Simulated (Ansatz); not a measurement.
Rock-salt TiC, treated with LDA in Ansatz (PAW).

Run with plane-wave cutoff 520 eV, 26×26×26 k mesh, Fermi–Dirac smearing 0.054 eV (set by the program), no spin polarisation, scalar-relativistic PAW data made under PBE.

The cell has the measured lattice: a = b = c = 4.327 Å, α = β = γ = 90.00°.

Q: Estimate the elastic constant C12, Poisson ratio, polycrystal shear modulus (Hill average), elastic constant C11, Young modulus and elastic constant C44 that the calculation returns.

A: 
* **elastic constant C12**: 110 GPa
* **Poisson ratio**: 0.200
* **polycrystal shear modulus (Hill average)**: 175 GPa
* **elastic constant C11**: 481 GPa
* **Young modulus**: 420 GPa
* **elastic constant C44**: 169 GPa

Measured, for comparison: elastic constant C12 113 GPa (temperature not stated, not corrected to a static lattice, our sources range from 106 to 113; as tabulated in Jochym et al. (1999), arXiv:1301.6077); elastic constant C11 500 GPa (temperature not stated, not corrected to a static lattice, our sources range from 500 to 514; as tabulated in Jochym et al. (1999), arXiv:1301.6077); elastic constant C44 175 GPa (temperature not stated, not corrected to a static lattice; as tabulated in Jochym et al. (1999), arXiv:1301.6077). Computed (rounded) less measured: elastic constant C12 -3 % (inside the range of the sources held), elastic constant C11 -4 % (-4 % to -6 % over the range), elastic constant C44 -3 %.

Note: the cell isn't this level's own, so it is under some stress, which shifts stiffness and frequencies.

Elastic constants are with the ions relaxed.

Static lattice: no zero-point or thermal effects.

Ansatz is a quantum-chemistry and plane-wave program.
